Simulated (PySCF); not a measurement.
# LiB⁻ at other levels of theory

Starting from one script, swap the method and compare what comes out for LiB⁻.

Computed with PySCF 2.14.0. Level: method and basis as typed in the scripts.

7 further runs of the same task are left out: 7 that didn't finish.

## (1) The starting structure

LiB⁻: 2 atoms, charge -1, spin multiplicity 2.

Bond lengths: Li1–B2 2.310 Å.

## (2) The base run

Input file input.py:

```python
from pyscf import gto, dft

mol = gto.M(
    atom='Li 0 0 0; B 0 0 2.31',
    basis='3-21g',
    charge=-1,
    spin=1,
    symmetry=True,
    verbose=4,
)
mf = dft.ROKS(mol, xc='hse06')
mf = mf.newton()
mf.kernel()
mf.dip_moment()
print('orbital energies (hartree):', mf.mo_energy[..., max(0, mol.nelec[1]-3):mol.nelec[0]+3].round(4))
```

Run with:

```sh
$ OMP_NUM_THREADS=1 python input.py
```

## (3) Wb97m-v

Variant 1 changes functional: hse06 → wb97m-v.

Edit input.py of step 2 so:

```diff
@@ -10,3 +10,3 @@
 )
-mf = dft.ROKS(mol, xc='hse06')
+mf = dft.ROKS(mol, xc='wb97m-v')
 mf = mf.newton()
```

## (4) EOM-EA (ROHF)

Variant 2 changes step after the SCF: none → eomea; SCF type: ROKS → ROHF; functional: hse06 → none (Hartree–Fock); number of roots: none → 5.

Edit input.py of step 2 so:

```diff
@@ -1,2 +1,2 @@
-from pyscf import gto, dft
+from pyscf import gto, scf, cc
 
@@ -10,5 +10,9 @@
 )
-mf = dft.ROKS(mol, xc='hse06')
+mf = scf.ROHF(mol)
 mf = mf.newton()
 mf.kernel()
+mycc = cc.CCSD(mf)
+mycc.kernel()
+e = mycc.eaccsd(nroots=5)[0]
+print('roots (eV) =', (e*27.211386).round(3))
 mf.dip_moment()
```

## (5) MP2 (UHF)

Variant 3 changes step after the SCF: none → mp2; SCF type: ROKS → UHF; functional: hse06 → none (Hartree–Fock); frozen orbitals: none → 1.

Input file input.py:

```python
from pyscf import gto, scf, mp

mol = gto.M(
    atom='Li 0 0 0; B 0 0 2.31',
    basis='3-21g',
    charge=-1,
    spin=1,
    symmetry=True,
    verbose=4,
)
mf = scf.UHF(mol)
mf = mf.newton()
mf.kernel()
mp.MP2(mf, frozen=1).kernel()
mf.dip_moment()
print('orbital energies (hartree):', [e[max(0, n-3):n+3].round(4) for e, n in zip(mf.mo_energy, mol.nelec)])
```

## (6) B3lyp5

Variant 4 changes functional: hse06 → b3lyp5.

Edit input.py of step 2 so:

```diff
@@ -10,3 +10,3 @@
 )
-mf = dft.ROKS(mol, xc='hse06')
+mf = dft.ROKS(mol, xc='b3lyp5')
 mf = mf.newton()
```

What does the calculation give? Wanted: for each run, E(SCF); from base; gap, α spin; after the SCF.

The runs gave:

```csv
run,E(SCF) (hartree),from base (eV),cycles,"gap, α spin (eV)",after the SCF
base,-31.944334,0,4 macro,n/a,n/a
wb97m-v,-31.964077,not comparable,3 macro,n/a,n/a
EOM-EA (ROHF),-31.751763,not comparable,4 macro,n/a,"CCSD correlation -2.688 eV, first root 4.12 eV"
MP2 (UHF),-31.805561,not comparable,4 macro,6.92,"MP2 correlation -0.752 eV, core frozen"
b3lyp5,-31.978751,not comparable,4 macro,n/a,n/a
```

What this shows: A lower total energy from another functional means nothing by itself. The dearest run is “wb97m-v”, at 23 s against 2.9 s.
